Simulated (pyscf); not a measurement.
# Concerted two-bond exchange: `[NH][SiH3]` [doublet] + `[FH]` → `[NH][SiH2][F]` [doublet] + `[H][H]`

Gas phase, doublet surface, charge 0. Bonds broken: Si2–H6, H5–F8. Bonds formed: Si2–F8, H5–H6. Structures and frequencies: ωB97X-D3(BJ)/def2-SVP in PySCF.

Transition state (Å):

```xyz
8

N     -1.8987    -0.2621     0.5538
Si    -0.4204    -0.2601    -0.3994
H     -0.5454    -1.5858    -1.0800
H     -2.7532    -0.0921     0.0076
H     -0.0919     1.1979    -1.5074
H     -0.6691     1.4248    -0.6740
H      0.7658    -0.1733     0.4745
F      0.4157     0.3529    -2.0680
```

One imaginary mode, 1121i cm⁻¹; descent along it reached the two sides named.

```tsv
bond	change	reactant side (Å)	saddle	product side
Si2–H6	breaks	1.496	1.725	3.5
H5–F8	breaks	0.925	1.134	2.542
Si2–F8	forms	3.0	1.964	1.633
H5–H6	forms	2.8	1.039	0.760
```

Electronic energies relative to the separated reactants (kcal/mol):

```json
[
 {"level": "ωB97X-D3(BJ)/def2-TZVP", "barrier": "27.5", "reaction energy": "-31.2", "reverse barrier": "58.7"},
 {"level": "PBE/def2-TZVP", "barrier": "20.3", "reaction energy": "-30.2", "reverse barrier": "50.5"},
 {"level": "r²SCAN/def2-TZVP", "barrier": "22.4", "reaction energy": "-32.9", "reverse barrier": "55.3"},
 {"level": "B3LYP-D3(BJ)/def2-TZVP", "barrier": "26.5", "reaction energy": "-31.9", "reverse barrier": "58.5"},
 {"level": "PBE0-D3(BJ)/def2-TZVP", "barrier": "25.0", "reaction energy": "-29.4", "reverse barrier": "54.4"},
 {"level": "M06-2X/def2-TZVP", "barrier": "28.7", "reaction energy": "-33.5", "reverse barrier": "62.1"},
 {"level": "ωB97M-D3(BJ)/def2-TZVP", "barrier": "26.8", "reaction energy": "-31.3", "reverse barrier": "58.2"},
 {"level": "HF/def2-TZVP", "barrier": "46.9", "reaction energy": "-30.6", "reverse barrier": "77.4"}
]
```

With ωB97M-D3(BJ)/def2-TZVP energies and thermal terms (ideal gas, 1 atm, RRHO with modes under 100 cm⁻¹ raised to 100, one conformer, R ln 2 for chiral ones without a mode under 150 cm⁻¹), in kcal/mol:

```json
[
 {"T (K)": "298", "ΔH‡": "25.6", "ΔG‡": "35.8", "ΔH": "-33.4", "ΔG": "-31.6"},
 {"T (K)": "600", "ΔH‡": "25.2", "ΔG‡": "46.4", "ΔH": "-32.9", "ΔG": "-29.9"},
 {"T (K)": "900", "ΔH‡": "25.3", "ΔG‡": "56.9", "ΔH": "-32.4", "ΔG": "-28.5"},
 {"T (K)": "1200", "ΔH‡": "25.8", "ΔG‡": "67.4", "ΔH": "-32.1", "ΔG": "-27.3"}
]
```

This saddle turned up in a search for another step; its sides and bond changes are read from the two ends of the descent. •HN–SiH₃ lies 20.8 kcal/mol over its isomer H₂N–SiH₂• (electronic energy, ωB97M-D3(BJ)/def2-TZVP). •HN–SiH₂–F lies 17.7 kcal/mol over its isomer H₂N–SiH•–F (electronic energy, ωB97M-D3(BJ)/def2-TZVP). This is the saddle that the search found; another between the same sides may lie lower.
